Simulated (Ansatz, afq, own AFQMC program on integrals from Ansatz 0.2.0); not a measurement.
Atomization energy of AlH, triplet

```csv
atom,x (Å),y (Å),z (Å)
Al,0.0000,0.0000,0.0000
H,0.0000,0.0000,1.6045
```

Atoms in their ground-state spins without spin–orbit coupling (mostly on UHF) minus the molecule (UHF), without zero-point energy. The geometry is a stationary point, not shown to be a minimum.

Basis cc-pVTZ. Only valence electrons are correlated. Ansatz 0.2.0 and our own AFQMC program on the same integrals; the CISD trial comes from CCSD amplitudes, and released means the phaseless constraint is let go. Free projection: walkers drawn from exp(T), propagated without any constraint. Its projection time is finite, and what remains of the start isn't in its error. Error bars are statistical, one sigma. The errors of all members are added in quadrature.

Full CI on the same integrals is exact in this basis and with this determinant's frozen core.

The best estimate is CCSD(T) at the basis-set limit (CBS: def2-TZVPP and def2-QZVPP, with their diffuse functions for anions and beside diffuse sets, CCSD(T) itself extrapolated) plus the step from CCSD(T) to full CI in cc-pVTZ. Rows without CBS are in cc-pVTZ; B2PLYP and the wave-function rows carry a basis error of their own. Core correlation and relativity beyond core potentials are missing, and ± holds the sampling alone.

Cautions: AlH (triplet): another spin lies lower.

| level | atomization energy (kcal/mol) |
| --- | --- |
| PBE0 | 30.3 |
| MP2 | 29.0 |
| B3LYP | 29.0 |

(1) From these cheaper values, estimate the atomization energy at the level of the best estimate.

(1) 30.4 kcal/mol (best estimate, highest rung FCI).

| level | atomization energy (kcal/mol) | error against the best estimate (kcal/mol) |
| --- | --- | --- |
| HF | 25.2 | -5.3 |
| CCSD | 28.4 | -2.0 |
| CCSD(T) | 28.6 | -1.8 |
| ph-AFQMC/CISD | 28.7 ± 0.03 | -1.7 ± 0.03 |
| released AFQMC | 28.7 ± 0.03 | -1.7 ± 0.03 |
| free AFQMC | 28.7 ± 0.02 | -1.8 ± 0.02 |
| FCI | 28.7 | -1.7 |
| HF/CBS | 26.0 | -4.4 |
| MP2/CBS | 30.2 | -0.2 |
| CCSD(T)/CBS | 30.4 | -0.1 |
| PBE | 30.0 | -0.5 |
| r2SCAN | 35.1 | 4.6 |
| wB97M-V | 26.1 | -4.3 |
| B2PLYP | 28.3 | -2.2 |

Correlation beyond CCSD(T) adds 0.1 kcal/mol. Going to the basis-set limit adds 1.7 kcal/mol at CCSD(T). The perturbative (T) step is worth +0.2 kcal/mol. The functionals spread over 9.0 kcal/mol; PBE0 and PBE come nearest and r2SCAN is 4.6 kcal/mol too high.

Best estimates are given only where the step beyond CCSD(T) is under 0.3 eV and no member's determinant is very poor (T1 over 0.05, or 0.07 for open shells, ⟨S²⟩ too high by 0.3, two states mixed), so the hardest cases are missing from such tables.

The functionals ran in a triple-zeta set and keep a basis error of their own, a few kJ/mol for each bond in atomization energies and more for double hybrids, so close places among them and the extrapolated levels can swap.

Free projections are given only where their last times agree within the noise and don't stop above the reference; a slow remainder of the start can still hide under it. Each member of a difference takes its own highest rung, so a best estimate needn't equal the limit plus the step of one row. A walk keeps the symmetry of its determinant, which the program's search chose and which needn't be the lowest solution, so a lower state of the same spin and another symmetry isn't excluded. Released energies are given only where the last usable release times agree within the noise; a slower fall can still hide under it.
